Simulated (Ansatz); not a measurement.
## Cl₂: an active-space calculation, step by step

With Ansatz 0.2.0, Python API.

At the Python prompt:
```pycon
>>> import ansatz as az
>>> molecule = (
...     az.Crystal.molecule()
...     .atom("Cl", [0.85985, -0.28631, 0.44086])
...     .atom("Cl", [-0.85985, 0.28631, -0.44086])
... )
>>> job = (
...     molecule.calculation()
...     .basis(gaussian="def2-SVP")
...     .correlation(active_electrons=6, active_orbitals=6)
... )
>>> for method in [None, "sc_nevpt2", "fic_mrcisd_q"]:
...     summary = (job if method is None else job.correlation(method)).run(threads=1, backend="cpu").report
...     space = summary["configurations"]
...     state = space["states"][0]
...     print(method or "casscf", f"total {summary['free_energy_ev'] / 27.211386246:.6f} Ha, active-space state {state['energy']['hartree']:.6f} Ha, mean field {summary['reference_energy_ev'] / 27.211386246:.6f} Ha")
...     print("  determinants", state["n_determinants"], " natural occupations", [round(n, 3) for n in space["natural_occupations"]])
...
casscf total -918.711343 Ha, active-space state -918.711343 Ha, mean field -918.659054 Ha
  determinants 400  natural occupations [1.992, 1.985, 1.945, 0.059, 0.011, 0.009]
RunWarning: the results are in doubt because another end's mean lies 0.037 eV lower, and its corrected mean 0.016 eV higher
sc_nevpt2 total -918.927860 Ha, active-space state -918.709746 Ha, mean field -918.659054 Ha
  determinants 112  natural occupations [1.986, 1.986, 1.951, 0.054, 0.012, 0.012]
fic_mrcisd_q total -918.959790 Ha, active-space state -918.711104 Ha, mean field -918.659054 Ha
  determinants 208  natural occupations [1.992, 1.985, 1.945, 0.059, 0.01, 0.009]
```

Total energies depend on the basis set; only differences at equal settings carry meaning. Warnings are shown shortened and without file and line. The geometry is a force-field or estimated start, not a minimum of this method, and the basis set is short of its limit. The active space starts as a window about the frontier orbitals and is then optimised, not chosen by chemistry. A lower CASSCF solution was found and passed over, so the printed active-space state isn't the lowest. Finished in 6.8 s on 1 thread of AMD EPYC 9R45 96-Core Processor (Zen 5), on a shared host, peak memory 0.21 GiB.

(Lines on the test bed's own set-up are left out of the output.)
